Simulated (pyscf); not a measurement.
O=Si: [singlet] + H₂O + HF → O=SiH–OH + HF, a multi-bond step (singlet surface; H–O, F–H broken, O–Si, H–Si, F–H formed). Structures and frequencies: ωB97X-D3(BJ)/def2-SVP in PySCF. Correlated levels are frozen-core, on RHF or UHF. ΔMP2 is the change of the MP2 total energy from the triple- to the quadruple-zeta basis. Energies in kJ/mol from the separated reactants.

Small-basis levels: PySCF, no dispersion term, spherical d functions. 

Problem. Quick HF/STO-3G single points give ΔE‡ = 127.6 kJ/mol and ΔE = -34.5 kJ/mol. What does CCSD(T)/def2-TZVPP + ΔMP2(QZVPP) give, and how far is the quick result from it?

Solution. CCSD(T)/def2-TZVPP + ΔMP2(QZVPP) gives ΔE‡ = 60.9 kJ/mol and ΔE = -128.1 kJ/mol. HF/STO-3G lies 66.7 kJ/mol over it in the barrier and 93.5 kJ/mol over it in the reaction energy, so on this step it does not hold to within 12.6 kJ/mol. CCSD(T)/def2-TZVPP + ΔMP2(QZVPP) has limits of its own. On the reactant side the descent ends in a bound adduct, 54.7 kJ/mol under the separated species and 75.7 kJ/mol under the saddle at ωB97X-D3(BJ)/def2-TZVP. On the product side the descent ends in a complex (not fully relaxed), 25.1 kJ/mol under the separated species and 201.0 kJ/mol under the saddle at ωB97X-D3(BJ)/def2-TZVP. At ωB97X-D3(BJ)/def2-TZVP the barrier from the zero used here is 21.0 kJ/mol. O=SiH–OH lies 41.2 kJ/mol over its isomer HO–Si:–OH [singlet] (electronic energy, ωB97M-D3(BJ)/def2-TZVP). One saddle was located; it need not be the lowest between these sides. The CCSD(T) − MP2 part came from Ansatz, without density fitting, on the same reference.
